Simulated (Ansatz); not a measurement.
Reaction: H3BSO2 (borothioic acid, SMILES OB(O)S) → H2BO2 (SMILES O[B]O, doublet) + HS (SMILES [SH], doublet) (the B-S bond breaks)
Each species at its own B3LYP-D3(BJ)/def2-TZVP minimum (Ansatz, a first-principles code), one conformer.

Property: bond dissociation energy (electronic), in kJ/mol. UHF or UKS for unpaired electrons; spin-orbit terms are left out. CBS(X,Y): correlation extrapolated as X^-3, Hartree-Fock from the larger set. A bracket is a step between two methods taken in the basis named. Functionals run without relativity, which enters their misses. Double hybrids freeze cores in their MP2 part. '+ core + X2C': CCSD(T) terms for core correlation (cc-pwCVTZ, 1s frozen past Ne) and scalar relativity (cc-pVTZ-DK).

CCSD(T)/CBS(cc-pV(T+d)Z,cc-pV(Q+d)Z) + [CCSDT(Q) - CCSD(T)]/cc-pV(D+d)Z + core + X2C (Ansatz) gives 458.3 kJ/mol.

Task: How far off this value is PBE/def2-TZVPD (Ansatz), in which direction, and which of these levels come nearer: r2SCAN/def2-TZVPD, B3LYP/def2-TZVPD, PBE0/def2-TZVPD, B2PLYP/def2-TZVPD, CCSD(T)/CBS(cc-pV(T+d)Z,cc-pV(Q+d)Z) + core + X2C?

Result: PBE gives 438.6 kJ/mol, 19.7 kJ/mol below it. Differences of the others: r2SCAN/def2-TZVPD (Ansatz) -24.8; B3LYP/def2-TZVPD (Ansatz) -34.7; PBE0/def2-TZVPD (Ansatz) -18.1; B2PLYP/def2-TZVPD (Ansatz) -20.9; CCSD(T)/CBS(cc-pV(T+d)Z,cc-pV(Q+d)Z) + core + X2C (Ansatz) 0.1 kJ/mol. Nearer than PBE: PBE0/def2-TZVPD, CCSD(T)/CBS(cc-pV(T+d)Z,cc-pV(Q+d)Z) + core + X2C.
